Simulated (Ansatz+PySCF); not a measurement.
The numbers below are computed, except where a source is named.
## PySCF 2.14.0 run

```python
from pyscf import gto, scf, cc

mol = gto.M(atom="""
P 0.000000 0.000000 0.000000
O 0.000000 0.000000 1.740000
""", basis='6-31g', charge=0, spin=1)
mf = scf.UHF(mol)
mf.kernel()
mycc = cc.CCSD(mf, frozen=6).run()
et = mycc.ccsd_t()
print(mf.e_tot, mycc.e_corr, et, mycc.e_tot + et)
```

The script is written out from the run's settings.

Output:

```yaml
Converged: yes
Reference_energy: -415.42775 hartree
CCSD_correlation_energy: -0.21831 hartree
Triples_correction: -0.01310 hartree
Total_energy: -415.65916 hartree
Spin_squared_of_the_determinant: 0.758
```

The reference isn't the lowest determinant (another lies 1.44 eV lower), but the same method gives a higher total on the lower determinant.
